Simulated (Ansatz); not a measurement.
A calculation with Ansatz (development build ahead of 0.2.0).

```yaml
crystal:
  periodic: [false, false, false]
  atoms:
    - { symbol: Na, position_ang: [-0.03045, -0.02283, -1.3873] }
    - { symbol: Cl, position_ang: [0.04043, -0.02871, 0.92503] }
basis:
  gaussian: { orbitals: "6-31G" }
hamiltonian:
  xc: hf
correlation:
  method: mp2
  frozen_orbitals: { Cl: 5, Na: 1 }
```

The input is written out in the form of the current development build from the run's settings.

Results

| Item | Value |
| --- | --- |
| Converged | yes |
| Reference energy | -621.38967 hartree |
| Correlation energy | -0.04561 hartree |
| Total energy | -621.43528 hartree |
| Spin squared of the determinant | 0.000 |
